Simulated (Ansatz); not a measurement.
Reaction (SMILES): C=CF → [C-](F)=C + H+
B3LYP-D3(BJ)/def2-TZVP geometries, fixed; electronic energies without zero-point terms.
Largest species:
```
C
C 1 1.3174
F 1 1.3475 2 122.16
H 2 1.0798 1 119.40 3 180.00
H 2 1.0810 4 119.01 1 180.00
H 1 1.0823 2 126.09 4 0.00
```

Basis-set convergence of the deprotonation energy at PBE0 with Ansatz (a quantum-chemistry and plane-wave program). Cartesian d functions, on some or all atoms, in 6-31+G*; all else is spherical. The program fits the integrals of some runs and decomposes those of others, by size. The proton leaves the site shown, which need not be the most acidic. No added dispersion term, no relativity. Functions are those of the species that has most. Reference: the value in aug-pcseg-3, 400.65 kcal/mol, itself unsure by roughly 0.19 kcal/mol (its mean distance from aug-cc-pVQZ, def2-QZVPPD). Deviations are taken from unrounded values.

```csv
basis,functions,deprotonation energy (kcal/mol),minus reference (kcal/mol)
3-21G,33,421.11,20.46
pcseg-0,33,405.84,5.19
6-31+G*,63,397.66,-2.99
6-311G**,72,409.63,8.98
6-311+G**,84,398.89,-1.76
def2-SVPD,87,401.79,1.14
aug-cc-pVDZ,96,397.60,-3.05
pcseg-2,132,402.44,1.79
aug-cc-pVTZ,207,400.25,-0.39
cc-pVQZ,255,404.24,3.59
pcseg-3,279,401.00,0.35
aug-cc-pVQZ,378,400.55,-0.10
aug-pcseg-3,402,400.65,0.00
```
